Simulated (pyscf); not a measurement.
A first-order saddle from PySCF, ωB97X-D3(BJ)/def2-SVP:

```
Cr
O 1 1.5196
O 1 1.5207 2 108.36
O 1 1.6984 2 107.80 3 123.57
H 4 0.9847 1 108.53 2 -171.87
O 1 1.8880 2 103.76 3 -116.61
H 6 0.9694 1 120.93 2 57.50
H 6 1.1542 7 115.55 1 -115.68
Br 8 1.7493 6 153.25 7 137.30
```

Surface: singlet, charge 0. Lowest wavenumbers (cm⁻¹): 455i, 95, 130, 182, 215.

Problem. Which two sides does it connect, and which bonds change?

Solution. O=Cr(=O)(OH)–OH (SMILES [O]=[Cr](=[O])([OH])[OH]) + HBr (SMILES Br) <-> O=Cr(=O)(OH)–Br (SMILES [O]=[Cr](=[O])([OH])[Br]) + H₂O (SMILES O), a four-centre exchange read from left to right: Cr–O, Br–H broken and Br–Cr, H–O formed. At ωB97M-D3(BJ)/def2-TZVP it lies +32.5 kJ/mol from the left side and +63.3 kJ/mol from the right (each side as separated species at their lowest minima found). On the reactant side the descent ends in a complex, 22.9 kJ/mol under the separated species and 46.0 kJ/mol under the saddle at ωB97X-D3(BJ)/def2-TZVP. At ωB97X-D3(BJ)/def2-TZVP the barrier from the zero used here is 23.1 kJ/mol. This is the saddle that the search found; another between the same sides may lie lower. Elements up to Kr have no core potential and no relativistic terms here.
